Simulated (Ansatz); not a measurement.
Several settings on one geometry of Si(SMe)H3 (CH₆SSi) (that of the charge 0 singlet, PBE-D4/def2-TZVP). Ansatz on 4 threads of Arm Neoverse N1 on a shared host; times are rough.

```
atom   x (Å)   y (Å)   z (Å)
 Si1  -0.373   0.845  -1.172
  S2  -0.438   0.805   0.965
  C3   0.360  -0.820   1.247
  H4  -0.227  -1.630   0.794
  H5   0.393  -0.968   2.333
  H6   1.384  -0.832   0.854
  H7   1.036   0.839  -1.682
  H8  -1.059   2.104  -1.585
  H9  -1.076  -0.342  -1.755
```

Totals from different functionals, basis sets or treatments of relativity can't be compared as stabilities.

Correlated methods freeze 11 core orbitals.

Give the basis size and estimate the energy, ⟨S²⟩ and time of these runs.

```tsv
run	method	charge	state	further keys
1	RKS ωB97X-V/def2-TZVP	0	singlet	final_grid: {core_spheres: 20, valence_spheres: 16, degree: 47}; scf: {omitted_lower_state_checks: [starts]}
2	RKS SVWN5/STO-3G	0	singlet	scf: {lower_state_search: off}
3	RKS PBE0, rpa/cc-pVDZ	0	singlet	accuracy: high; scf: {omitted_lower_state_checks: [starts]}
```


```tsv
run	functions	energy (Eh)	⟨S²⟩	wall time
1	141	-729.3329	–	4.8 s
2	29	-718.1569	–	0.25 s
3	80	-728.4458	–	5.5 s
```
